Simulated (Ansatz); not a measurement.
`[CH3][AlH][SiH3]` + H₂O → `[OH][AlH][SiH3]` + CH₄  (formal hydrolysis of the Al–C bond)

Program: Ansatz. Geometries: PBE0-D4/def2-TZVP. ΔE: electronic, gas phase. CCSD(T)/CBS is the MP2 limit (def2-TZVPP, def2-QZVPP) plus CCSD(T) − MP2 in def2-TZVPP, frozen cores. This one scheme is used for every species. DFT in def2-TZVPP. One conformer a species, not always the lowest.

| species | r2SCAN-D4 energy (Eh) |
| --- | --- |
| `[CH3][AlH][SiH3]` | -574.17041 |
| H₂O | -76.42324 |
| `[OH][AlH][SiH3]` | -610.15014 |
| CH₄ | -40.50108 |

**Question.** Work out ΔE.

**Answer.** ΔE = (-610.15014) + (-40.50108) − (-574.17041) − (-76.42324) = -0.05757 Eh = -151.2 kJ/mol. CCSD(T)/CBS gives -146.7 kJ/mol.

Largest T1 diagnostic among the species: 0.014.

In def2-TZVPP, CCSD(T) changes the Hartree–Fock value by +11.2 kJ/mol (the triples alone add +1.1 kJ/mol) and MP2 by +8.2 kJ/mol. Leaving LDA and LC-ωPBE aside and taking each functional with its dispersion term where it has one, the values, not all of them listed here, spread over 16.3 kJ/mol, from B2PLYP to revPBE-D4.
